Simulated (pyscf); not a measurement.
Optimised with ωB97X-D3(BJ)/def2-SVP in PySCF. Correlated levels are frozen-core, on RHF or UHF. ΔMP2 is the change of the MP2 total energy from the triple- to the quadruple-zeta basis.

Question: What is the homolytic dissociation enthalpy (298 K, CCSD(T)/def2-TZVPP + ΔMP2(QZVPP)) of the B–Si bond of HO–B(SiH₃)–Cl (SMILES OB([SiH3])Cl), to [HO–B–Cl]• + SiH₃•?

Answer: B–Si to [HO–B–Cl]• + SiH₃•: 3.76 eV. The radicals are drawn with the spin at the cut bond; how far it spreads was not checked. Other isomers of [HO–B–Cl]• were not searched in full and may lie lower. The CCSD(T) − MP2 part came from Ansatz, without density fitting, on the same reference.
